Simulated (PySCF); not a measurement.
# C5H12N+, a complex of two parts: interaction energy, part 2 of 3

PySCF 2.14.0. Atoms count from 0, parts from 1.

## (5) Interaction energy: 1.89 Å

What the job is given:

```
{"job": {"kind": "inter", "xc": "PBE", "basis": "def2-SVP", "disp": "d4"}, "charge": 1, "multiplicity": 1, "parts": [{"atoms": "0-13", "charge": 1, "multiplicity": 1}, {"atoms": "14-17", "charge": 0, "multiplicity": 1}]}
C     -0.321552     1.263738    -0.317960
N      0.155016    -0.123473    -0.442352
C     -0.799154    -1.069009     0.159374
C      1.493140    -0.277981     0.150745
H     -1.309808     1.364697    -0.762240
H      0.358623     1.941856    -0.829136
H     -0.376667     1.546540     0.732485
H      0.235859    -0.348088    -1.469202
H     -0.891155    -0.874049     1.227106
H     -0.454973    -2.091877     0.018516
H     -1.779619    -0.961169    -0.300613
H      2.189074     0.423754    -0.303735
H      1.861422    -1.289347    -0.009215
H      1.451404    -0.084139     1.221613
C      0.039876    -0.980857    -3.242497
C      1.110126    -0.453753    -3.358283
H     -0.891357    -1.471089    -3.231066
H      2.049338     0.006592    -3.469474
```

With the program's defaults for keys left out, this is: PBE-D4/def2-SVP interaction energy, counterpoise and uncorrected, gas phase.

Log:

```text
part 1, own basis, geometry of the cluster: E = -174.4647651915 (as before)

part 2, own basis, geometry of the cluster: E = -77.1601538019 (as before)

part 1, own basis, relaxed alone: E = -174.4651512338 (as before)

part 2, own basis, relaxed alone: E = -77.1597778715 (as before)

cluster
final grid: 131496 points
cycle   1  E = -251.6339002693  dE = -1.830e-02  |g| = 1.212e-01  |ddm| = 7.618e-01
cycle   2  E = -251.6127841171  dE =  2.112e-02  |g| = 3.081e-01  |ddm| = 3.844e-01
cycle   3  E = -251.6374720856  dE = -2.469e-02  |g| = 5.649e-02  |ddm| = 2.618e-01
cycle   4  E = -251.6383188909  dE = -8.468e-04  |g| = 9.381e-03  |ddm| = 6.031e-02
cycle   5  E = -251.6383382191  dE = -1.933e-05  |g| = 3.079e-03  |ddm| = 9.638e-03
cycle   6  E = -251.6383401252  dE = -1.906e-06  |g| = 6.432e-04  |ddm| = 2.732e-03
cycle   7  E = -251.6383402285  dE = -1.033e-07  |g| = 1.466e-04  |ddm| = 7.150e-04
cycle   8  E = -251.6383402340  dE = -5.474e-09  |g| = 3.691e-05  |ddm| = 1.706e-04
cycle   9  E = -251.6383402343  dE = -3.234e-10  |g| = 7.855e-06  |ddm| = 3.721e-05
converged SCF energy = -251.6383402343

part 1 in the basis of the cluster
final grid: 131496 points
cycle   1  E = -174.4652077526  dE = -4.477e-04  |g| = 7.165e-04  |ddm| = 2.017e-01
cycle   2  E = -174.4652077605  dE = -7.928e-09  |g| = 8.345e-04  |ddm| = 1.901e-03
cycle   3  E = -174.4652078985  dE = -1.381e-07  |g| = 2.559e-04  |ddm| = 7.875e-04
cycle   4  E = -174.4652079111  dE = -1.254e-08  |g| = 5.396e-05  |ddm| = 2.012e-04
cycle   5  E = -174.4652079117  dE = -6.108e-10  |g| = 1.636e-05  |ddm| = 5.685e-05
converged SCF energy = -174.4652079117

part 2 in the basis of the cluster
final grid: 131496 points
cycle   1  E = -77.1612621876  dE = -1.109e-03  |g| = 4.333e-03  |ddm| = 1.487e-01
cycle   2  E = -77.1612633851  dE = -1.198e-06  |g| = 4.255e-03  |ddm| = 1.057e-02
cycle   3  E = -77.1612685448  dE = -5.160e-06  |g| = 9.150e-04  |ddm| = 4.943e-03
cycle   4  E = -77.1612685345  dE =  1.030e-08  |g| = 9.385e-04  |ddm| = 1.310e-03
cycle   5  E = -77.1612687687  dE = -2.343e-07  |g| = 9.500e-05  |ddm| = 7.432e-04
cycle   6  E = -77.1612687712  dE = -2.471e-09  |g| = 2.563e-06  |ddm| = 9.677e-05
cycle   7  E = -77.1612687712  dE = -2.075e-12  |g| = 2.838e-07  |ddm| = 4.654e-06
converged SCF energy = -77.1612687712

Interaction energy (kcal/mol)
  counterpoise       -9.608
  uncorrected       -10.589
  dispersion part    -2.164
  deformation         0.004
  binding            -9.604

Decomposition of the uncorrected value (kcal/mol)
  electrostatic     -11.477
  Pauli              17.323
  orbital           -14.270
  dispersion         -2.164

Charge of each part in the cluster: 0.931 0.069
```

Wall time 16 s (1 thread of Arm Neoverse V1, shared host); peak memory 0.49 GiB.

In short: -9.61 kcal/mol with counterpoise, basis-set superposition error 0.98.

## (6) Counterpoise and decomposition: 2.49 Å

The job, as its differences from that of step 5:

```diff
@@ -15,5 +15,5 @@
 H      1.451404    -0.084139     1.221613
-C      0.039876    -0.980857    -3.242497
-C      1.110126    -0.453753    -3.358283
-H     -0.891357    -1.471089    -3.231066
-H      2.049338     0.006592    -3.469474
+C     -0.022013    -1.180679    -3.802484
+C      1.048237    -0.653575    -3.918271
+H     -0.953246    -1.670911    -3.791054
+H      1.987449    -0.193230    -4.029461
```

Method: PBE-D4/def2-SVP interaction energy, counterpoise and uncorrected, gas phase.

Log:

```text
part 1, own basis, geometry of the cluster: E = -174.4647651915 (as before)

part 2, own basis, geometry of the cluster: E = -77.1601538019 (as before)

part 1, own basis, relaxed alone: E = -174.4651512338 (as before)

part 2, own basis, relaxed alone: E = -77.1597778715 (as before)

cluster
final grid: 131496 points
cycle   1  E = -251.6376117643  dE = -7.880e-03  |g| = 6.114e-02  |ddm| = 5.191e-01
cycle   2  E = -251.6348949834  dE =  2.717e-03  |g| = 1.198e-01  |ddm| = 1.730e-01
cycle   3  E = -251.6382743386  dE = -3.379e-03  |g| = 4.460e-02  |ddm| = 1.184e-01
cycle   4  E = -251.6388002962  dE = -5.260e-04  |g| = 6.894e-03  |ddm| = 3.860e-02
cycle   5  E = -251.6388113160  dE = -1.102e-05  |g| = 1.673e-03  |ddm| = 6.474e-03
cycle   6  E = -251.6388118591  dE = -5.431e-07  |g| = 3.914e-04  |ddm| = 1.445e-03
cycle   7  E = -251.6388119022  dE = -4.310e-08  |g| = 6.644e-05  |ddm| = 4.567e-04
cycle   8  E = -251.6388119034  dE = -1.165e-09  |g| = 1.671e-05  |ddm| = 8.169e-05
cycle   9  E = -251.6388119034  dE = -6.236e-11  |g| = 4.960e-06  |ddm| = 1.785e-05
converged SCF energy = -251.6388119034

part 1 in the basis of the cluster
final grid: 131496 points
cycle   1  E = -174.4650129628  dE = -2.504e-04  |g| = 5.173e-04  |ddm| = 1.052e-01
cycle   2  E = -174.4650129524  dE =  1.042e-08  |g| = 6.729e-04  |ddm| = 1.164e-03
cycle   3  E = -174.4650130463  dE = -9.394e-08  |g| = 1.496e-04  |ddm| = 5.871e-04
cycle   4  E = -174.4650130504  dE = -4.062e-09  |g| = 4.858e-05  |ddm| = 1.426e-04
cycle   5  E = -174.4650130509  dE = -5.315e-10  |g| = 1.086e-05  |ddm| = 4.828e-05
converged SCF energy = -174.4650130509

part 2 in the basis of the cluster
final grid: 131496 points
cycle   1  E = -77.1608338929  dE = -6.809e-04  |g| = 3.174e-03  |ddm| = 9.616e-02
cycle   2  E = -77.1608348101  dE = -9.172e-07  |g| = 3.049e-03  |ddm| = 7.066e-03
cycle   3  E = -77.1608374909  dE = -2.681e-06  |g| = 5.576e-04  |ddm| = 3.517e-03
cycle   4  E = -77.1608374468  dE =  4.410e-08  |g| = 6.923e-04  |ddm| = 8.748e-04
cycle   5  E = -77.1608375739  dE = -1.271e-07  |g| = 7.738e-05  |ddm| = 5.505e-04
cycle   6  E = -77.1608375755  dE = -1.626e-09  |g| = 2.098e-06  |ddm| = 6.585e-05
cycle   7  E = -77.1608375755  dE = -1.577e-12  |g| = 1.927e-07  |ddm| = 3.826e-06
converged SCF energy = -77.1608375755

Interaction energy (kcal/mol)
  counterpoise       -9.483
  uncorrected       -10.070
  dispersion part    -1.350
  deformation         0.004
  binding            -9.479

Decomposition of the uncorrected value (kcal/mol)
  electrostatic      -4.995
  Pauli               1.973
  orbital            -5.698
  dispersion         -1.350

Charge of each part in the cluster: 0.962 0.038
```

Wall time 16 s (1 thread of Arm Neoverse V1, shared host); peak memory 0.49 GiB.

In short: -9.48 kcal/mol with counterpoise, basis-set superposition error 0.59.

## (7) Interaction energy: 1.79 Å

The job, as its differences from that of step 6:

```diff
@@ -15,5 +15,5 @@
 H      1.451404    -0.084139     1.221613
-C     -0.022013    -1.180679    -3.802484
-C      1.048237    -0.653575    -3.918271
-H     -0.953246    -1.670911    -3.791054
-H      1.987449    -0.193230    -4.029461
+C      0.050191    -0.947554    -3.149165
+C      1.120441    -0.420450    -3.264952
+H     -0.881042    -1.437786    -3.137735
+H      2.059653     0.039895    -3.376142
```

Level: PBE-D4/def2-SVP interaction energy, counterpoise and uncorrected, gas phase.

Log:

```text
part 1, own basis, geometry of the cluster: E = -174.4647651915 (as before)

part 2, own basis, geometry of the cluster: E = -77.1601538019 (as before)

part 1, own basis, relaxed alone: E = -174.4651512338 (as before)

part 2, own basis, relaxed alone: E = -77.1597778715 (as before)

cluster
final grid: 131496 points
cycle   1  E = -251.6299619766  dE = -2.164e-02  |g| = 1.411e-01  |ddm| = 8.252e-01
cycle   2  E = -251.5988374263  dE =  3.112e-02  |g| = 3.713e-01  |ddm| = 4.521e-01
cycle   3  E = -251.6349056953  dE = -3.607e-02  |g| = 5.956e-02  |ddm| = 3.099e-01
cycle   4  E = -251.6358483744  dE = -9.427e-04  |g| = 8.838e-03  |ddm| = 6.669e-02
cycle   5  E = -251.6358649805  dE = -1.661e-05  |g| = 3.581e-03  |ddm| = 9.921e-03
cycle   6  E = -251.6358675896  dE = -2.609e-06  |g| = 7.299e-04  |ddm| = 3.216e-03
cycle   7  E = -251.6358677147  dE = -1.251e-07  |g| = 1.652e-04  |ddm| = 7.663e-04
cycle   8  E = -251.6358677215  dE = -6.774e-09  |g| = 4.469e-05  |ddm| = 1.889e-04
cycle   9  E = -251.6358677220  dE = -4.866e-10  |g| = 7.165e-06  |ddm| = 4.393e-05
converged SCF energy = -251.6358677220

part 1 in the basis of the cluster
final grid: 131496 points
cycle   1  E = -174.4652536527  dE = -4.942e-04  |g| = 7.375e-04  |ddm| = 2.194e-01
cycle   2  E = -174.4652536616  dE = -8.917e-09  |g| = 8.587e-04  |ddm| = 2.031e-03
cycle   3  E = -174.4652538073  dE = -1.457e-07  |g| = 2.672e-04  |ddm| = 8.096e-04
cycle   4  E = -174.4652538211  dE = -1.378e-08  |g| = 4.911e-05  |ddm| = 2.027e-04
cycle   5  E = -174.4652538215  dE = -4.897e-10  |g| = 1.745e-05  |ddm| = 5.302e-05
converged SCF energy = -174.4652538215

part 2 in the basis of the cluster
final grid: 131496 points
cycle   1  E = -77.1613576187  dE = -1.204e-03  |g| = 4.619e-03  |ddm| = 1.632e-01
cycle   2  E = -77.1613589660  dE = -1.347e-06  |g| = 4.508e-03  |ddm| = 1.156e-02
cycle   3  E = -77.1613647374  dE = -5.771e-06  |g| = 1.010e-03  |ddm| = 5.266e-03
cycle   4  E = -77.1613647487  dE = -1.128e-08  |g| = 9.921e-04  |ddm| = 1.419e-03
cycle   5  E = -77.1613650104  dE = -2.617e-07  |g| = 1.036e-04  |ddm| = 7.900e-04
cycle   6  E = -77.1613650134  dE = -2.945e-09  |g| = 2.793e-06  |ddm| = 1.109e-04
cycle   7  E = -77.1613650134  dE = -2.785e-12  |g| = 3.193e-07  |ddm| = 5.017e-06
converged SCF energy = -77.1613650134

Interaction energy (kcal/mol)
  counterpoise       -8.118
  uncorrected        -9.189
  dispersion part    -2.314
  deformation         0.004
  binding            -8.114

Decomposition of the uncorrected value (kcal/mol)
  electrostatic     -13.642
  Pauli              24.051
  orbital           -17.283
  dispersion         -2.314

Charge of each part in the cluster: 0.925 0.075
```

Wall time 17 s (1 thread of Arm Neoverse V1, shared host); peak memory 0.48 GiB.

In short: -8.12 kcal/mol with counterpoise, basis-set superposition error 1.07.

## (8) Interaction energy: 2.99 Å

The job, as its differences from that of step 7:

```diff
@@ -15,5 +15,5 @@
 H      1.451404    -0.084139     1.221613
-C      0.050191    -0.947554    -3.149165
-C      1.120441    -0.420450    -3.264952
-H     -0.881042    -1.437786    -3.137735
-H      2.059653     0.039895    -3.376142
+C     -0.073588    -1.347197    -4.269141
+C      0.996662    -0.820093    -4.384927
+H     -1.004820    -1.837429    -4.257711
+H      1.935874    -0.359748    -4.496118
```

With the program's defaults for keys left out, this is: PBE-D4/def2-SVP interaction energy, counterpoise and uncorrected, gas phase.

Log:

```text
part 1, own basis, geometry of the cluster: E = -174.4647651915 (as before)

part 2, own basis, geometry of the cluster: E = -77.1601538019 (as before)

part 1, own basis, relaxed alone: E = -174.4651512338 (as before)

part 2, own basis, relaxed alone: E = -77.1597778715 (as before)

cluster
final grid: 131496 points
cycle   1  E = -251.6342307822  dE = -4.609e-03  |g| = 3.987e-02  |ddm| = 4.004e-01
cycle   2  E = -251.6336785333  dE =  5.522e-04  |g| = 6.212e-02  |ddm| = 1.000e-01
cycle   3  E = -251.6344057010  dE = -7.272e-04  |g| = 3.519e-02  |ddm| = 7.030e-02
cycle   4  E = -251.6347343962  dE = -3.287e-04  |g| = 3.903e-03  |ddm| = 2.778e-02
cycle   5  E = -251.6347380305  dE = -3.634e-06  |g| = 1.007e-03  |ddm| = 3.882e-03
cycle   6  E = -251.6347382208  dE = -1.904e-07  |g| = 2.743e-04  |ddm| = 8.611e-04
cycle   7  E = -251.6347382409  dE = -2.014e-08  |g| = 3.491e-05  |ddm| = 2.959e-04
cycle   8  E = -251.6347382413  dE = -3.246e-10  |g| = 9.314e-06  |ddm| = 4.423e-05
converged SCF energy = -251.6347382413

part 1 in the basis of the cluster
final grid: 131496 points
cycle   1  E = -174.4648784169  dE = -1.155e-04  |g| = 2.576e-04  |ddm| = 6.789e-02
cycle   2  E = -174.4648784111  dE =  5.773e-09  |g| = 3.647e-04  |ddm| = 6.231e-04
cycle   3  E = -174.4648784390  dE = -2.786e-08  |g| = 6.091e-05  |ddm| = 2.978e-04
cycle   4  E = -174.4648784396  dE = -6.410e-10  |g| = 2.380e-05  |ddm| = 6.456e-05
converged SCF energy = -174.4648784396

part 2 in the basis of the cluster
final grid: 131496 points
cycle   1  E = -77.1606177058  dE = -4.639e-04  |g| = 2.520e-03  |ddm| = 8.232e-02
cycle   2  E = -77.1606184368  dE = -7.310e-07  |g| = 2.371e-03  |ddm| = 5.551e-03
cycle   3  E = -77.1606200797  dE = -1.643e-06  |g| = 3.344e-04  |ddm| = 2.728e-03
cycle   4  E = -77.1606200591  dE =  2.057e-08  |g| = 4.388e-04  |ddm| = 5.455e-04
cycle   5  E = -77.1606201088  dE = -4.968e-08  |g| = 8.558e-05  |ddm| = 3.720e-04
cycle   6  E = -77.1606201107  dE = -1.975e-09  |g| = 1.796e-06  |ddm| = 6.792e-05
cycle   7  E = -77.1606201107  dE = -1.123e-12  |g| = 1.579e-07  |ddm| = 3.318e-06
converged SCF energy = -77.1606201107

Interaction energy (kcal/mol)
  counterpoise       -6.665
  uncorrected        -7.030
  dispersion part    -0.867
  deformation         0.004
  binding            -6.660

Decomposition of the uncorrected value (kcal/mol)
  electrostatic      -3.113
  Pauli               0.161
  orbital            -3.210
  dispersion         -0.867

Charge of each part in the cluster: 0.979 0.021
```

Run time: 15 s. Hardware: 1 thread of Arm Neoverse V1, shared host; peak memory 0.48 GiB.

In short: -6.66 kcal/mol with counterpoise, basis-set superposition error 0.37.

(Continued in part 3 of 3.)
